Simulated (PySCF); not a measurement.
## Electronic absorption of C4H5F

C4H5F.
Numbering: `[F:1][CH:2]=[C:3]1[CH2:4][CH2:5]1` (hydrogens: H6 on C2; H7, H8 on C4; H9, H10 on C5)

Cartesian coordinates in Å at the PBE0-D3(BJ)/def2-SVP level; atoms count from 1:
```xyz
10
C4H5F angstrom
F      2.4503    0.3583    0.4549
C      1.5744   -0.5531    0.0301
C      0.2737   -0.3434    0.0229
C     -1.0599   -0.8662   -0.2700
C     -0.8613    0.5351    0.2922
H      2.0533   -1.4791   -0.3014
H     -1.4800   -1.6306    0.3933
H     -1.3691   -0.9621   -1.3168
H     -1.0310    1.3871   -0.3755
H     -1.1446    0.7189    1.3345
```

Theory: PySCF, TDDFT wB97X-D/def2-SVPD, vertical, gas phase, core orbitals frozen in the response.

Q: List the vertical singlet excitations with oscillator strengths and describe the spectrum.

A: 

```
state  E (eV)  E (hartree)       f  main configurations (H = HOMO, L = LUMO)
   S1    7.18       0.2640   0.013                  H→L+1 (75%), H→L+3 (13%)
   S2    7.26       0.2666   0.422                                 H→L (96%)
   S3    7.57       0.2780  0.0007                               H-1→L (92%)
   S4    7.84       0.2880  0.0001                  H→L+2 (44%), H-2→L (25%)
   S5    7.88       0.2897  0.0008                  H-2→L (68%), H→L+2 (23%)
   S6    8.04       0.2953  0.0046      H→L+3 (63%), H→L+2 (15%), H→L+4 (9%)
   S7    8.92       0.3278   0.026     H→L+7 (46%), H→L+4 (16%), H→L+5 (15%)
   S8    9.06       0.3328   0.028                             H-1→L+1 (90%)
   S9    9.14       0.3358  0.0034                             H-2→L+1 (87%)
  S10    9.20       0.3379   0.027      H→L+4 (61%), H→L+5 (16%), H→L+7 (8%)
```

Triplets (Tamm–Dancoff): T1 4.43 eV, H→L (93%); T2 7.08 eV, H→L+1 (59%), H→L+3 (16%), H→L+2 (8%); T3 7.13 eV, H-1→L (84%); T4 7.69 eV, H-2→L (78%).

The lowest singlet comes at 173 nm (693 kJ/mol) in the vacuum ultraviolet; it is weak; its leading configuration is HOMO→LUMO+1 (75%). The strongest level in the table is S2 at 7.26 eV (171 nm, f = 0.422). Löwdin shares by element: HOMO carbon 72% or more, fluorine 15%; LUMO carbon 61% or more, fluorine 8% (atoms not listed hold the other 31%). Weighted by f, the mean energy of these states is 7.55 eV. Orbital energies (eV): HOMO-3 -12.55, HOMO-2 -11.15, HOMO-1 -10.97, HOMO -9.13, LUMO 2.00, LUMO+1 2.43, LUMO+2 2.92. The listed states span 2.01 eV, and the widest gap between neighbours is 0.88 eV (S6 to S7). All these states lie below the vertical ionisation energy of 9.55 eV (ΔSCF). The window holds the lowest 10 singlets.
